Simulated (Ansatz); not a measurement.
The same path of BH₇OSi (10 atoms, charge 0, multiplicity 1) was run twice with different band settings. Lost on the way: B1–H2, O5–H10. Made: H2–H10.

Computed with RKS PBE0-D4/def2-SVP (Ansatz).

Relaxed end points:

```xyz
10
Properties=species:S:1:pos:R:3
B -0.136 -0.115 0.165
H -0.527 0.235 1.268
H 0.788 0.522 -0.303
H -1.053 -0.324 -0.630
O 0.422 -1.648 0.370
Si -0.745 -2.796 -0.175
H -0.191 -4.104 0.282
H -2.058 -2.542 0.468
H -0.773 -2.717 -1.652
H 0.919 -1.792 1.183
```

```xyz
10
Properties=species:S:1:pos:R:3
B 0.527 -0.480 -0.729
H -1.209 0.017 2.417
H 1.512 0.197 -0.533
H -0.400 -0.080 -1.408
O 0.482 -1.707 -0.174
Si -0.671 -2.933 -0.205
H -0.046 -4.132 -0.828
H -1.057 -3.229 1.202
H -1.862 -2.496 -0.993
H -0.630 -0.440 2.226
```

Common settings: movable images 5; climbing image yes; spring 5.0 eV/Å²; optimiser quadratic models (default); force threshold 0.03 eV/Å; iteration limit 60; end points relaxed.

| run | start path |
| --- | --- |
| 1 | through a guess of the saddle point |
| 2 | straight line |

What does each run give, and how far can it be trusted?

Run 1: converged after 36 iterations, highest image 0.861 eV above the first end. Neighbouring images differ by up to 1.3 eV, so the band resolves the path poorly. A vibrational analysis at the climbing image gives one clearly imaginary mode, 1312i cm⁻¹: a first-order saddle point.
Run 2: converged after 27 iterations, highest image 0.861 eV above the first end. Neighbouring images differ by up to 1.2 eV, so the band resolves the path poorly. Another band between the same ends (5 images) ends at a top of the same energy, where a vibrational analysis finds 1 clearly imaginary mode.
The orbitals stay closed-shell, which can raise the energy where a bond breaks towards radicals; this wasn't checked here.
